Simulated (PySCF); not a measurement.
Geometry:
| atom | x (Å) | y (Å) | z (Å) |
| --- | --- | --- | --- |
| C1 | -1.868 | 0.000 | 0.377 |
| C2 | -0.744 | 0.314 | -0.599 |
| C3 | 0.593 | -0.067 | -0.108 |
| C4 | 1.366 | -0.566 | 0.827 |
| C5 | 2.036 | -0.067 | -0.376 |
| F6 | 2.726 | 1.127 | -0.317 |
| H7 | -1.723 | 0.535 | 1.328 |
| H8 | -2.844 | 0.296 | -0.034 |
| H9 | -1.907 | -1.076 | 0.603 |
| H10 | -0.717 | 1.392 | -0.836 |
| H11 | -0.911 | -0.186 | -1.570 |
| H12 | 1.479 | -1.007 | 1.815 |
| H13 | 2.524 | -0.711 | -1.123 |

Geometry: PBE0-D3(BJ)/def2-SVP; GIAO shifts from PySCF, gas phase, non-relativistic, averaged over equivalent atoms.

At LDA/pcSseg-1 (137 basis functions, 20 s wall time on 1 thread of an Intel Xeon Platinum 8488C, shared host):
| atoms | δ (ppm) |
| --- | --- |
| C3 | 150.5 |
| C4 | 123.6 |
| C5 | 73.5 |
| C2 | 23.1 |
| C1 | 10.6 |
| F6 | -198.4 |
| H12 | 7.21 |
| H13 | 5.01 |
| H10 | 2.76 |
| H11 | 2.56 |
| H7/H8/H9 | 1.26 |

Shifts are taken against calculated references (same method and geometry level): 13C (σ = 180.72 ppm), 1H (σ = 30.83 ppm) against TMS; CFCl3 for 19F (σ = 139.25 ppm).

What do these become at wB97X-D/pcSseg-1?

Answers


| atoms | δ at wB97X-D/pcSseg-1 | change |
| --- | --- | --- |
| C3 | 145.4 | -5.1 |
| C4 | 121.3 | -2.3 |
| C5 | 66.6 | -6.9 |
| C2 | 21.2 | -1.9 |
| C1 | 13.0 | +2.4 |
| F6 | -165.2 | +33.2 |
| H12 | 7.29 | +0.08 |
| H13 | 4.76 | -0.25 |
| H10 | 2.54 | -0.22 |
| H11 | 2.35 | -0.21 |
| H7/H8/H9 | 1.32 | +0.06 |

Referencing at the same level of theory: TMS for 13C (184.54 ppm), 1H (31.38 ppm); 19F (187.16 ppm) vs CFCl3.

The largest change is at F6 (fluorine on an sp3 carbon). Cost: 137 basis functions, 10 s wall time on 1 thread of an Arm Neoverse V2, shared host. The order of the carbon signals is the same at both levels.

Unscaled 19F shifts against computed CFCl3 carry errors that often reach 10 to 50 ppm.
